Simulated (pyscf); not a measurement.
A first-order saddle from PySCF, ωB97X-D3(BJ)/def2-SVP:

```
N
H 1 1.0177
Si 1 1.7415 2 116.13
Si 1 1.7429 2 115.72 3 -173.70
H 3 1.4895 1 107.27 2 171.16
H 4 1.4916 1 107.39 2 -164.45
H 3 1.4927 5 110.12 1 120.76
H 4 1.4945 6 110.62 1 -120.24
H 3 1.4963 5 108.44 7 117.10
H 4 1.6000 6 107.49 8 -119.47
N 10 1.5051 4 153.34 6 -68.03
H 11 1.0321 10 94.89 4 -47.04
H 11 1.0323 12 102.23 10 -97.14
```
Charge 0, spin multiplicity 2.

Surface: doublet, charge 0. Lowest wavenumbers (cm⁻¹): 950i, 20, 36, 71, 103.

Task: What reaction is this the transition state of?

Result: H₃Si–NH–SiH₃ (SMILES [SiH3]N[SiH3]) + NH₂• (SMILES [NH2]) ⇌ •H₂Si–NH–SiH₃ (SMILES [SiH2]N[SiH3]) + NH₃ (SMILES N), a hydrogen abstraction read from left to right: H–Si broken and H–N formed. At ωB97M-D3(BJ)/def2-TZVP it lies +0.19 eV from the left side and +0.98 eV from the right (each side as separated species at their lowest minima found). This is the saddle that the search found; another between the same sides may lie lower. The angle at the transferred H is 153°.
